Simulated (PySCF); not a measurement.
Cost against result

Saddle point of CH7ClSi, singlet (CH₅ClSi ([CH3][SiH2][Cl]) + H₂ → CH₆Si ([CH3][SiH3]) + HCl; bonds formed: Si1–H7, Cl2–H6; bonds broken: Si1–Cl2, H6–H7), PBE0-D4/def2-TZVP structure:

```
10
angstrom
Si -0.1789 -0.6002 0.3153
Cl 2.0125 -0.5480 -0.9588
H -0.3057 -1.9705 -0.2117
H -0.9674 -0.6087 1.5924
C -0.7262 0.9097 -0.6047
H 1.5759 -0.4387 0.7327
H 1.0798 -0.4116 1.4694
H -0.1709 1.7785 -0.2434
H -1.7901 1.0817 -0.4206
H -0.5289 0.8076 -1.6706
```

Barriers are electronic and count from the start structure reached by relaxing down the imaginary mode.

PySCF 2.14 with density fitting (its default auxiliary sets; JK sets also for MP2 and CCSD(T)); basis: as named in each row; cores frozen in the correlated methods. B3LYP uses VWN-RPA correlation. Extrapolation: Hartree–Fock as exp(−7.88 √X), correlation as X^−2.97.

Times are rough, for one single point on 4 threads of a shared host (Arm Neoverse V2).

The estimate by CCSD(T) at an estimated basis limit (MP2 extrapolated from triple and quadruple zeta, plus CCSD(T) − MP2 in triple zeta) is 2.374 eV.

| method | basis | time (s) | barrier (eV) | method less estimate |
| --- | --- | --- | --- | --- |
| HF | STO-3G | under 1 | 4.580 | 2.205 |
| B3LYP-D4 | 6-31G | 3 | 2.452 | 0.078 |
| PBE0-D4 | def2-SVP | 4 | 2.178 | -0.197 |
| PBE-D4 | def2-SVP | 4 | 2.019 | -0.355 |
| MP2 | def2-QZVPP | 6 | 2.397 | 0.023 |
| SPW92 | def2-TZVPP | 9 | 1.709 | -0.666 |
| CCSD(T) | def2-SVP | 10 | 2.608 | 0.233 |
| PBE0-D4 | def2-TZVPP | 11 | 2.174 | -0.200 |
| PBE-D4 | def2-TZVPP | 12 | 2.025 | -0.350 |
| B3LYP-D4 | def2-TZVPP | 12 | 2.295 | -0.080 |
| BHLYP-D4 | def2-TZVPP | 12 | 2.465 | 0.091 |
| r2SCAN-D4 | def2-TZVPP | 30 | 2.176 | -0.198 |
| wB97M-V | def2-TZVPP | 170 | 2.345 | -0.029 |
| CCSD(T) | def2-TZVPP | 390 | 2.438 | 0.064 |

All methods are single points on the PBE0-D4 structures.

No T1 diagnostic of these runs exceeds 0.011.

Labels in which every atom is bracketed show which atoms are joined, not bond orders.
